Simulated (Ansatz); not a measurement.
Reaction: H3BO3 (SMILES OB(O)O) → HO (SMILES [OH], doublet) + H2BO2 (SMILES O[B]O, doublet) (the B-O bond breaks)
Each species at its own B3LYP-D3(BJ)/def2-TZVP minimum (Ansatz, a program for electronic structure), one conformer.

Wanted: bond dissociation energy (electronic), in kcal/mol. Radicals and triplets start from unrestricted determinants; spin-orbit coupling is neglected. CBS(X,Y): correlation extrapolated as X^-3, Hartree-Fock from the larger set. A bracket is a step between two methods taken in the basis named. Functionals run without relativity, which enters their misses. Double hybrids freeze cores in their MP2 part. 'core' is core correlation in cc-pwCVTZ, 'X2C' scalar relativity in cc-pVTZ-DK, both at CCSD(T).

CCSD(T)/CBS(cc-pVTZ,cc-pVQZ) + [CCSDT(Q) - CCSD(T)]/cc-pVDZ + core + X2C (Ansatz) gives 154.3 kcal/mol.

Task: What does PBE/def2-TZVPD (Ansatz) give here, and how do the other levels compare?

Result: PBE gives 147.6 kcal/mol, 6.7 kcal/mol below it. Differences of the others: r2SCAN/def2-TZVPD (Ansatz) -8.7; B3LYP/def2-TZVPD (Ansatz) -8.6; wB97M-V/def2-TZVPD (Ansatz) -1.0; B2PLYP/def2-TZVPD (Ansatz) -5.0; CCSD(T)/CBS(cc-pVTZ,cc-pVQZ) + core + X2C (Ansatz) 0.0 kcal/mol. Nearer than PBE: wB97M-V/def2-TZVPD, B2PLYP/def2-TZVPD, CCSD(T)/CBS(cc-pVTZ,cc-pVQZ) + core + X2C.
